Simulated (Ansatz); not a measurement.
1T (CdI2-type) SnS2: cohesive energy by level of theory

No measured value is used here.

```tsv
level (code)	value (eV/atom)	cell (Å³/atom)
LDA (Ansatz)	4.33	21.70
PBE (Ansatz)	3.48	27.63
PBE0 (Ansatz)	3.39	26.11
```

Density-functional levels without +SOC have no spin–orbit coupling, which shifts binding energies of heavy elements. LDA, PBE, PBE0: the cell comes from a level without a dispersion term, which matters for the spacing of layers, chains or molecules. Each level is taken at its own relaxed cell. Cutoffs and k meshes differ between the levels. Ansatz's density-functional and Hartree–Fock values are scalar-relativistic unless marked +SOC, with PAW data made under PBE.

Ansatz is a quantum-chemistry and plane-wave program.
